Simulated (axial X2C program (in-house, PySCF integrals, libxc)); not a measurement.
## Potential curves of CCl, two-component

Computed with an axial X2C code built on PySCF integrals. Two-component (2c) means X2C with spin–orbit coupling and atomic mean-field two-electron Coulomb and Gaunt terms. Basis: Cl dyall-av3z [9s8p3d2f], C dyall-v3z [7s6p2d1f] (cores contracted in-house); Gaussian nuclei, density fitting, unrestricted open shells. Masses: Cl 34.969 u, C 12.000 u.

State: Ω = 1/2 (⟨Sz⟩ = -0.50, ⟨Lz⟩ = 1.00 at HF). Energies in cm⁻¹ from the fragments at the same level (Cl + C). Fits are polynomials in 1 − R0/R over 0.85 to 1.23 times the lowest point R0.

```tsv
R (Å)	HF	CCSD(T)	PBE0
1.4390	-8951		-27290
1.5051	-13425	-28571	-31466
1.5548	-15400	-30491	-33243
1.6044	-16480	-31525	-34147
1.6540	-16876	-31883	-34387
1.7119	-16683	-31658	-34032
1.7698	-15967	-30925	-33173
1.8442	-14506	-29467	-31552
1.9352	-12184		-29060
2.0675	-8285		-24925
```

Correlated methods: 11 electrons correlated (number of frozen shells: Cl 2 s, 1 p; C 1 s), 171 virtual spin orbitals or spinors in MP2, 90 natural virtuals in coupled cluster.

Occupations by symmetry block were frozen at the best pattern of an incomplete PBE0 search. De is counted from the lowest determinant-based energies of the atoms at the same level, without counterpoise correction. Density functionals use the spin component along the axis (collinear). CCSD and (T) use frozen natural virtuals with an MP2 correction for the truncation; (T) itself is uncorrected, so its De runs slightly low. In 2c an atomic determinant is not the ground J level, so De misses part of the atomic spin–orbit lowering. This holds for CCSD(T), PBE0. Without a current term, density functionals place determinants with orbital angular momentum somewhat too high. Coupled cluster ran on the points near the minimum only. MP2 and coupled cluster on one determinant become unreliable at the stretched end.

(1) What are Re, ωe and De at the HF level?

(2) Fit the CCSD(T) curve near its minimum: give the equilibrium distance, the harmonic wavenumber and the well depth.

(3) Fit the PBE0 curve near its minimum: give the equilibrium distance, the harmonic wavenumber and the well depth.

Results:

(1) At HF, 2c: Re = 1.665 Å, ωe ≈ 870 cm⁻¹, De = 2.09 eV to Cl + C; Be follows as 0.681 cm⁻¹.

(2) At CCSD(T), 2c: Re = 1.662 Å, ωe ≈ 868 cm⁻¹, De = 3.95 eV to Cl + C; Be follows as 0.683 cm⁻¹.

(3) At PBE0, 2c: Re = 1.650 Å, ωe ≈ 889 cm⁻¹, De = 4.26 eV to Cl + C; Be follows as 0.693 cm⁻¹.
